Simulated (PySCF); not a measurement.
**Trend along the third period: MS molecules**

PBE with triple-zeta basis sets in PySCF, for the lowest determinant that a PBE0 search found; no spin–orbit coupling. De refers to high-spin ground-configuration atoms. A positive dipole means M(−)S(+).

```csv
M,basis,state (unpaired electrons),Re (Å),ωe (cm⁻¹),De (eV),μ (D)
Na,def2-TZVPP,doublet (π ↑),2.496,322,2.60,-7.76
Mg,def2-TZVPP,singlet (closed shell),2.153,526,2.38,-7.05
Al,x2c-TZVPPall,doublet (σ ↑),2.049,599,4.43,-3.43
Si,x2c-TZVPPall,singlet (closed shell),1.951,724,6.47,-1.56
P,def2-TZVPP,doublet (π ↑),1.915,729,4.89,-0.56
S,x2c-TZVPPall,triplet (π ↑↑),1.913,701,4.99,n/a
```

The shortest bond is that of S2 (1.913 Å), the longest that of NaS (2.496 Å).

The rows differ in basis set, which adds steps of its own.

The state changes along the series, so neighbouring rows are not always alike in their bonding.

States were picked by a PBE0 search and need not be the measured ground states.
